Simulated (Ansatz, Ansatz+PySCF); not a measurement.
```xyz
6

O    -1.4463   -0.1553    0.0011
H    -1.9022    0.7028   -0.0024
H    -0.5101    0.0937   -0.0056
O     1.3707    0.1709    0.0032
H     1.5443   -0.4006   -0.7579
H     1.5457   -0.4180    0.7617
```

RHF on singlet H4O2 was run in several spherical basis sets with Ansatz (development build ahead of 0.2.0).

Task: Rank the basis sets by the total energy that they give, lowest first, with the distance from the lowest.
A. def2-SVP
B. STO-3G
C. cc-pVTZ

Result: C (0.00 eV), A (5.15 eV), B (59.31 eV).

Totals follow the description of the cores as much as that of the bonds, so this order isn't one of quality for chemistry.
